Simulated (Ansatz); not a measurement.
A displaced shape of singlet BF:

```xyz
2

B     0.0392   -0.0280   -0.8251
F    -0.0072    0.0157    0.4980
```

It was optimised with HF/def2-SVP in Ansatz (development build ahead of 0.2.0) to forces under 0.001 eV/Å, with restricted orbitals. Each step stands on the lowest determinant of that kind that the program's search found.

(1) What shape does it relax to, and how does the optimisation go?

Answers

(1)

```xyz
2

B     0.0379   -0.0268   -0.7887
F    -0.0060    0.0145    0.4616
```

Bond lengths: B1–F2 1.252 Å.

```
step  E − E(start) (eV)  largest force (eV/Å)
   1             0.0000                3.2432
   2            -0.1043                1.5465
   3            -0.1272                0.3877
   4            -0.1285                0.0232
   5            -0.1285                0.0003
```

The optimisation ended after 5 steps with its threshold met.
